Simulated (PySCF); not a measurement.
Excitations are Tamm–Dancoff values on a coarser integration grid. The basis has no diffuse functions, so Rydberg states are missing or too high.

C$_{4}$H$_{6}$, SMILES `C=C=CC` (charge 0, multiplicity 1)

Method: ωB97X-D3(BJ)/def2-TZVP // B3LYP-D3(BJ)/def2-TZVP (PySCF 2.14.0).

```json
{
  "HOMO": "-9.62 eV",
  "dipole_moment": "0.090 e·Å",
  "LUMO": "2.50 eV",
  "HOMO–LUMO gap": "12.11 eV",
  "S1 excitation (TDA)": "5.94 eV",
  "S1 oscillator strength": "0.000",
  "T1 excitation (TDA)": "4.77 eV",
  "S1–T1 gap (TDA)": "1.17 eV",
  "total_energy": "-4247.94 eV",
  "cost": "very roughly 40 core-seconds"
}
```

```xyz
10

C      2.0752     0.3160     0.0724
C      0.8423    -0.0404     0.2893
C     -0.3928    -0.3928     0.4995
C     -1.5549    -0.0241    -0.3820
H      2.7459    -0.2975    -0.5192
H      2.4774     1.2380     0.4778
H     -0.6106    -0.9994     1.3755
H     -2.0485    -0.9205    -0.7668
H     -1.2302     0.5812    -1.2272
H     -2.3039     0.5395     0.1806
```
Charge 0, spin multiplicity 1.
